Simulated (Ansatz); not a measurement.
Ansatz (an electronic-structure program) input file for F4Si, SMILES F[Si](F)(F)F (connectivity only; charge and spin as stated), charge +1, multiplicity 2, PBE0/def2-SVPD. Geometry optimised at ωB97X-D3(BJ)/def2-SVP. The multiplicity is an assumed one; other spin states were not compared. The isomer is the one that the SMILES or the coordinates give; other isomers of the formula were not compared.

Ansatz 0.2 input:
```yaml
crystal:
  periodic: [false, false, false]
  atoms:
    - {symbol: F, position_ang: [-1.00583063, -0.00000000, 1.13571816]}
    - {symbol: Si, position_ang: [0.00000000, -0.00000000, -0.20677237]}
    - {symbol: F, position_ang: [0.00000000, -1.34606239, -0.97489521]}
    - {symbol: F, position_ang: [-0.00000000, 1.34606239, -0.97489520]}
    - {symbol: F, position_ang: [1.00583063, 0.00000000, 1.13571816]}
basis:
  gaussian:
    orbitals: def2-SVPD
hamiltonian:
  xc: {name: PBE0}
total_charge: 1
magnetization: {spin_polarized: true, initial_magnetization: 1}
```

Log of the run:

```
WARN ansatz: RAYON_NUM_THREADS=1 ignored (pool sized by the plan → 1); use --threads N
Functional definition: PBE0
integrals: 0.05 GiB planned
985 factors; their error is unknown
mean field: 0.57 GiB planned
mean field evaluation 1: about -18704.1924 eV, gradient 5.3e1 eV
mean field evaluation 2: about -18691.9033 eV, gradient 8.3e1 eV
mean field evaluation 4: about -18712.6998 eV, gradient 2.4e0 eV
mean field evaluation 8: about -18712.8628 eV, gradient 2.9e-2 eV
mean field evaluation 16: about -18712.8628 eV, gradient 8.0e-5 eV
mean field -18712.86277991 eV, -687.6850231279 hartree, gradient 9.3e-6 eV, S^2 0.756611; 1 other end points of the search recorded, 0 dependent functions left out
reference -18712.86281822 eV, -687.6850245355 hartree; 25, 24 occupied and 91, 92 virtual orbitals, 985 factors
Total energy: -18712.86281822 eV, -687.6850245355 hartree
```

The calculation finished and met its thresholds.

Cost: around 3 core-seconds (rough).
